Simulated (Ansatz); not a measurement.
**BH5O (B(H2O)H3): the vertical ionisation energy, rung by rung**

BH5O has 7 atoms, charge 0, and is taken as a singlet. SMILES: `[H]B([H])([H])<-O`. The coordinates come from a GFN2-xTB relaxation.

Each level gives the vertical ionisation energy (to the doublet cation) (eV). The values are calculated.

```
         level                    kind  program  value (eV)  less FCI/STO-3G  CPU time (all runs)
     HF/STO-3G            Hartree–Fock   Ansatz        9.70            +0.12               0.16 s
   BLYP/STO-3G                     GGA   Ansatz        9.37            -0.21                2.5 s
    PBE/STO-3G                     GGA   Ansatz        9.41            -0.17                2.5 s
 r2SCAN/STO-3G                meta-GGA   Ansatz        9.65            +0.07                5.2 s
   PBE0/STO-3G           global hybrid   Ansatz        9.83            +0.25                2.5 s
  HSE06/STO-3G  range-separated hybrid   Ansatz        9.82            +0.24                  3 s
wB97M-V/STO-3G  range-separated hybrid   Ansatz        9.97            +0.39                 37 s
  wB97X/STO-3G  range-separated hybrid   Ansatz       10.06            +0.48                 13 s
    FCI/STO-3G      exact in the basis   Ansatz        9.58             0.00                 47 s
```

FCI/STO-3G is exact within its basis and frozen core, so for wave-function methods in that basis the difference is their error; functionals converge differently with the basis, so for them it is only a difference. The values span 9.37 to 10.06 eV. All rows use very small basis sets, so none should be taken for the real molecule's value. CPU times are rough (shared hosts, several kinds of processor and program).
